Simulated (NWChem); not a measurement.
System: Li$_{2}$; SMILES [Li][Li]

Input file for NWChem:

```
start job
memory heap 200 mb stack 900 mb global 1100 mb
geometry units angstroms noautoz
  Li     0.000000     0.000000    -1.393559
  Li     0.000000     0.000000     1.393559
end
basis spherical
  * library 3-21g
end
dft
  xc hfexch
  iterations 150
  mulliken
end
task dft gradient
```

Output (shortened):

```
             Northwest Computational Chemistry Package (NWChem) 7.3.0
             --------------------------------------------------------

 ORDER OF PRIMARY AXIS IS BEING SET TO 4
 D4H symmetry detected

                             Geometry "geometry" -> ""
                             -------------------------

 Output coordinates in angstroms (scale by  1.889725989 to convert to a.u.)

  No.       Tag          Charge          X              Y              Z
 ---- ---------------- ---------- -------------- -------------- --------------
    1 Li                   3.0000     0.00000000     0.00000000    -1.39355900
    2 Li                   3.0000     0.00000000     0.00000000     1.39355900

 Effective nuclear repulsion energy (a.u.)       1.7087885195

      Symmetry information
      --------------------

 Group name             D4h
 Group number             28
 Group order              16
 No. of unique centers     1

  xc_inp: hfexch multiplicative factor not found.

                                 NWChem DFT Module
                                 -----------------

 Summary of "ao basis" -> "ao basis" (spherical)
 ------------------------------------------------------------------------------
       Tag                 Description            Shells   Functions and Types
 ---------------- ------------------------------  ------  ---------------------
 Li                          3-21g                   5        9   3s2p

      Symmetry analysis of basis
      --------------------------

        a1g         5
        a1u         0
        a2g         0
        a2u         5
        b1g         0
        b1u         0
        b2g         0
        b2u         0
        eg          4
        eu          4

            General Information
            -------------------
          SCF calculation type: DFT
          Wavefunction type:  closed shell.
          No. of atoms     :     2
          No. of electrons :     6
           Alpha electrons :     3
            Beta electrons :     3
          Charge           :     0
          Spin multiplicity:     1
          Use of symmetry is: on ; symmetry adaption is: on
          Maximum number of iterations: 150
          AO basis - number of functions:    18
                     number of shells:    10
          Convergence on energy requested:  1.00D-06
          Convergence on density requested:  1.00D-05
          Convergence on gradient requested:  5.00D-04

              XC Information
              --------------
                     Hartree-Fock (Exact) Exchange  1.000

      Superposition of Atomic Density Guess
      -------------------------------------

 Sum of atomic energies:         -14.76302182

      Non-variational initial energy
      ------------------------------

 Total energy =     -14.700645
 1-e energy   =     -22.701288
 2-e energy   =       6.291855
 HOMO         =      -0.160424
 LUMO         =      -0.021013

      Symmetry analysis of molecular orbitals - initial
      -------------------------------------------------

  Numbering of irreducible representations:

     1 a1g         2 a1u         3 a2g         4 a2u         5 b1g
     6 b1u         7 b2g         8 b2u         9 eg         10 eu

  Orbital symmetries:

     1 a1g         2 a2u         3 a1g         4 a2u         5 eu
     6 eu          7 a1g         8 eg          9 eg         10 a2u
    11 a1g        12 eu         13 eu

     ---------------------------------------------
      Total Density - Mulliken Population Analysis
     ---------------------------------------------

    Atom       Charge   Shell Charges
 -----------   ------   -------------------------------------------------------
    1 Li   3     3.00   1.99  0.33  0.03  0.64  0.01
    2 Li   3     3.00   1.99  0.33  0.03  0.64  0.01

   convergence    iter        energy       DeltaE   RMS-Dens  Diis-err
 ---------------- ----- ----------------- --------- --------- ---------
 d= 0,ls=0.0,diis     1    -14.7677890204 -1.65D+01  3.60D-03  1.34D-03
 d= 0,ls=0.0,diis     2    -14.7689824976 -1.19D-03  2.33D-03  2.03D-04
 d= 0,ls=0.0,diis     3    -14.7692258178 -2.43D-04  4.85D-04  3.92D-06
 d= 0,ls=0.0,diis     4    -14.7692312564 -5.44D-06  1.02D-04  1.17D-07
 d= 0,ls=0.0,diis     5    -14.7692314124 -1.56D-07  9.54D-06  7.68D-10

         Total DFT energy =      -14.769231412401
      One electron energy =      -22.888151756587
           Coulomb energy =        9.969383062644
    Exchange-Corr. energy =       -3.559251237996
 Nuclear repulsion energy =        1.708788519538

 Numeric. integr. density =        0.000000000000

                  Occupations of the irreducible representations
                  ----------------------------------------------

                     irrep           alpha         beta
                     --------     --------     --------
                     a1g               2.0          2.0
                     a1u               0.0          0.0
                     a2g               0.0          0.0
                     a2u               1.0          1.0
                     b1g               0.0          0.0
                     b1u               0.0          0.0
                     b2g               0.0          0.0
                     b2u               0.0          0.0
                     eg                0.0          0.0
                     eu                0.0          0.0

                       DFT Final Molecular Orbital Analysis
                       ------------------------------------

 Vector    1  Occ=2.000000D+00  E=-2.428148D+00  Symmetry=a2u
              MO Center=  0.0D+00,  0.0D+00,  1.1D-16, r^2= 2.1D+00
   Bfn.  Coefficient  Atom+Function         Bfn.  Coefficient  Atom+Function
  ----- ------------  ---------------      ----- ------------  ---------------
     1      0.701108  1 Li s                 10     -0.701108  2 Li s
     6     -0.098211  1 Li s                 15      0.098211  2 Li s
     2      0.060568  1 Li s                 11     -0.060568  2 Li s
     9     -0.036537  1 Li pz                18     -0.036537  2 Li pz

 Vector    2  Occ=2.000000D+00  E=-2.428043D+00  Symmetry=a1g
              MO Center=  1.5D-17, -1.1D-17, -1.2D-16, r^2= 2.1D+00
   Bfn.  Coefficient  Atom+Function         Bfn.  Coefficient  Atom+Function
  ----- ------------  ---------------      ----- ------------  ---------------
     1      0.700512  1 Li s                 10      0.700512  2 Li s
     2      0.044924  1 Li s                 11      0.044924  2 Li s

 Vector    3  Occ=2.000000D+00  E=-1.777502D-01  Symmetry=a1g
              MO Center= -1.9D-15, -3.6D-17,  6.6D-16, r^2= 5.5D+00
   Bfn.  Coefficient  Atom+Function         Bfn.  Coefficient  Atom+Function
  ----- ------------  ---------------      ----- ------------  ---------------
     6      0.365453  1 Li s                 15      0.365453  2 Li s
     2      0.195035  1 Li s                 11      0.195035  2 Li s
     1     -0.150141  1 Li s                 10     -0.150141  2 Li s
     5      0.093719  1 Li pz                14     -0.093719  2 Li pz
     9      0.029504  1 Li pz                18     -0.029504  2 Li pz

 Vector    4  Occ=0.000000D+00  E= 8.922060D-03  Symmetry=a2u
              MO Center=  9.1D-26, -7.1D-27, -1.6D-15, r^2= 1.6D+01
   Bfn.  Coefficient  Atom+Function         Bfn.  Coefficient  Atom+Function
  ----- ------------  ---------------      ----- ------------  ---------------
     9      0.758098  1 Li pz                18      0.758098  2 Li pz
     6      0.312919  1 Li s                 15     -0.312919  2 Li s
     1      0.092161  1 Li s                 10     -0.092161  2 Li s
     5      0.075525  1 Li pz                14      0.075525  2 Li pz
     2     -0.070548  1 Li s                 11      0.070548  2 Li s

 Vector    5  Occ=0.000000D+00  E= 3.449033D-02  Symmetry=eu
              MO Center=  3.2D-15,  5.1D-15,  1.7D-15, r^2= 1.2D+01
   Bfn.  Coefficient  Atom+Function         Bfn.  Coefficient  Atom+Function
  ----- ------------  ---------------      ----- ------------  ---------------
     8      0.414781  1 Li py                17      0.414781  2 Li py
     7      0.258245  1 Li px                16      0.258245  2 Li px
     4      0.084987  1 Li py                13      0.084987  2 Li py
     3      0.052913  1 Li px                12      0.052913  2 Li px

 Vector    6  Occ=0.000000D+00  E= 3.449033D-02  Symmetry=eu
              MO Center=  6.5D-15, -4.1D-15,  4.0D-15, r^2= 1.2D+01
   Bfn.  Coefficient  Atom+Function         Bfn.  Coefficient  Atom+Function
  ----- ------------  ---------------      ----- ------------  ---------------
     7      0.414781  1 Li px                16      0.414781  2 Li px
     8     -0.258245  1 Li py                17     -0.258245  2 Li py
     3      0.084987  1 Li px                12      0.084987  2 Li px
     4     -0.052913  1 Li py                13     -0.052913  2 Li py

     ---------------------------------------------
      Total Density - Mulliken Population Analysis
     ---------------------------------------------

    Atom       Charge   Shell Charges
 -----------   ------   -------------------------------------------------------
    1 Li   3     3.00   1.99  0.31  0.06  0.61  0.03
    2 Li   3     3.00   1.99  0.31  0.06  0.61  0.03

     -------------------------------------------
      Total Density - Lowdin Population Analysis
     -------------------------------------------

    Atom       Charge   Shell Charges
 -----------   ------   -------------------------------------------------------
    1 Li   3     3.00   1.98  0.34  0.05  0.56  0.07
    2 Li   3     3.00   1.98  0.34  0.05  0.56  0.07

     Multipole analysis of the density
     ---------------------------------

     L   x y z        total         alpha         beta         nuclear
     -   - - -        -----         -----         ----         -------
     0   0 0 0     -0.000000     -3.000000     -3.000000      6.000000

     1   1 0 0      0.000000      0.000000      0.000000      0.000000
     1   0 1 0      0.000000      0.000000      0.000000      0.000000
     1   0 0 1     -0.000000     -0.000000     -0.000000      0.000000

     2   2 0 0    -12.950239     -6.475119     -6.475119      0.000000
     2   1 1 0      0.000000      0.000000      0.000000      0.000000
     2   1 0 1      0.000000      0.000000      0.000000      0.000000
     2   0 2 0    -12.950239     -6.475119     -6.475119      0.000000
     2   0 1 1      0.000000      0.000000      0.000000      0.000000
     2   0 0 2     -1.663301    -21.636743    -21.636743     41.610185

            General Information
            -------------------
          SCF calculation type: DFT
          Wavefunction type:  closed shell.
          No. of atoms     :     2
          No. of electrons :     6
           Alpha electrons :     3
            Beta electrons :     3
          Charge           :     0
          Spin multiplicity:     1
          Use of symmetry is: on ; symmetry adaption is: on
          Maximum number of iterations: 150
          AO basis - number of functions:    18
                     number of shells:    10
          Convergence on energy requested:  1.00D-06
          Convergence on density requested:  1.00D-05
          Convergence on gradient requested:  5.00D-04

              XC Information
              --------------
                     Hartree-Fock (Exact) Exchange  1.000

          Convergence Information
          -----------------------
          Convergence aids based upon iterative change in
          total energy or number of iterations.
          Levelshifting, if invoked, occurs when the
          HOMO/LUMO gap drops below (HL_TOL):  1.00D-02
          DIIS, if invoked, will attempt to extrapolate
          using up to (NFOCK): 10 stored Fock matrices.

                    Damping( 0%)  Levelshifting(0.5)       DIIS
                  --------------- ------------------- ---------------
          dE  on:    start            ASAP                start
          dE off:    2 iters        150 iters           150 iters

                            NWChem DFT Gradient Module
                            --------------------------

  charge          =   0.00
  wavefunction    = closed shell

  Using symmetry

                         DFT ENERGY GRADIENTS

    atom               coordinates                        gradient
                 x          y          z           x          y          z
   1 Li      0.000000   0.000000  -2.633445    0.000000   0.000000   0.000854
   2 Li      0.000000   0.000000   2.633445   -0.000000   0.000000  -0.000854
```

Level: Hartree-Fock/3-21G. Coordinates come from a PBE0/def2-SVP optimisation.
